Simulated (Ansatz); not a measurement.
Ansatz (an electronic-structure program) input:

Ansatz 0.2 input:
```yaml
crystal:
  periodic: [false, false, false]
  atoms:
    - {symbol: Si, position_ang: [0.04390558, -0.06769682, -0.01869154]}
    - {symbol: H, position_ang: [-0.15716933, 1.17845905, -0.86390070]}
    - {symbol: H, position_ang: [-0.74566751, 0.21360056, 1.24825763]}
    - {symbol: H, position_ang: [1.45766956, 0.44463684, 0.60925713]}
    - {symbol: H, position_ang: [-1.16951085, -0.88894093, -0.73193245]}
basis:
  gaussian:
    orbitals: def2-TZVP
hamiltonian:
  xc: b3lyp
  dispersion: d3bj
total_charge: -1
magnetization: {spin_polarized: true, initial_magnetization: 1}
phonons: {temperatures: {t_min: 298.15, t_max: 298.15, t_step: 100}}
```

Predict the final energy.

-291.86387 Eh (B3LYP-D3(BJ)/def2-TZVP). The basis has 61 functions.
